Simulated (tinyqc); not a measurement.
Extended Hueckel theory, for PH3, step by step. One step of it, computed by the program tinyqc.

Problem. Orbitals. Solve H C = S C e through S^(-1/2); fill by pairs from the bottom, a degenerate level sharing its electrons equally; each orbital has its largest coefficient positive (the first on a tie).

H (eV):
```
             1P 3s      1P 3px      1P 3py      1P 3pz       2H 1s       3H 1s       4H 1s
1P 3s   -18.600000    0.000000    0.000000    0.000000  -11.490294  -11.499570  -11.499570
1P 3px    0.000000  -14.000000    0.000000    0.000000  -13.271302    6.636326    6.636326
1P 3py    0.000000    0.000000  -14.000000    0.000000    0.000000  -11.497269   11.497269
1P 3pz    0.000000    0.000000    0.000000  -14.000000    0.237157    0.237351    0.237351
2H 1s   -11.490294  -13.271302    0.000000    0.237157  -13.600000   -1.162097   -1.162097
3H 1s   -11.499570    6.636326  -11.497269    0.237351   -1.162097  -13.600000   -1.162981
4H 1s   -11.499570    6.636326   11.497269    0.237351   -1.162097   -1.162981  -13.600000
```

overlap S:
```
           1P 3s     1P 3px     1P 3py     1P 3pz      2H 1s      3H 1s      4H 1s
1P 3s   1.000000   0.000000   0.000000   0.000000   0.402375   0.402700   0.402700
1P 3px  0.000000   1.000000   0.000000   0.000000   0.549470  -0.274763  -0.274763
1P 3py  0.000000   0.000000   1.000000   0.000000   0.000000   0.476020  -0.476020
1P 3pz  0.000000   0.000000   0.000000   1.000000  -0.009819  -0.009827  -0.009827
2H 1s   0.402375   0.549470   0.000000  -0.009819   1.000000   0.048828   0.048828
3H 1s   0.402700  -0.274763   0.476020  -0.009827   0.048828   1.000000   0.048865
4H 1s   0.402700  -0.274763  -0.476020  -0.009827   0.048828   0.048865   1.000000
```

valence electrons = 8

Give: orbital energies; occupations; coefficients; sum of one-electron energies.

Solution.

orbital energies (eV): -21.6097  -17.8874  -17.8867  -14.0014  7.6112  10.1066  10.1332

occupations: 2.0000  2.0000  2.0000  2.0000  0.0000  0.0000  0.0000

coefficients:
```
            MO1      MO2      MO3      MO4      MO5      MO6      MO7
1P 3s    0.6608   0.0000   0.0001   0.0174   1.1656  -0.0079   0.0000
1P 3px   0.0000   0.0000   0.5727   0.0000   0.0079   1.2573   0.0000
1P 3py   0.0000   0.5727   0.0000   0.0000   0.0000   0.0000   1.2578
1P 3pz  -0.0023   0.0000   0.0000   0.9998  -0.0303   0.0002   0.0000
2H 1s    0.2369   0.0000   0.4311  -0.0046  -0.7060  -1.0688   0.0000
3H 1s    0.2371   0.3732  -0.2154  -0.0046  -0.6962   0.5412  -0.9300
4H 1s    0.2371  -0.3732  -0.2154  -0.0046  -0.6962   0.5412   0.9300
```

sum of one-electron energies = -142.7706 eV
